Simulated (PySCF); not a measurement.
Magnesium: a sound run and one with changed settings

Sound run: Mg [Ne] 3s2, Mg⁺ [Ne] 3s1. Calculation: PySCF 2.14, in cc-pVTZ (5s4p2d1f, 34 functions); the non-relativistic Hamiltonian (point nucleus). In the sound run the correlated levels freeze [Ne]. The sound run starts from symmetry-adapted Hartree-Fock orbitals and uses a fine grid where one is needed.

Changed run: all electrons correlated in a basis built for the valence shell.

```csv
species,method,sound run (hartree),changed run (hartree),converged
Mg,MP2,-199.63688,-199.65534,yes
Mg,CCSD(T),-199.64708,-199.66624,yes
Mg⁺,MP2,n/a,-199.38703,yes
Mg⁺,CCSD(T),n/a,-199.38827,yes
```

Ionisation energy of Mg:

| method | sound run (eV) | changed run (eV) |
| --- | --- | --- |
| UHF | 6.607 | 6.607 |
| MP2 | 7.248 | 7.301 |
| SCS-MP2 | 7.376 | 7.418 |
| CCSD | 7.525 | 7.552 |
| CCSD(T) | 7.525 | 7.564 |

A valence basis has no tight correlating functions, so it recovers only part of the core correlation, and not evenly between atom and ion.

For comparison, NIST gives 7.646 eV between the lowest levels.
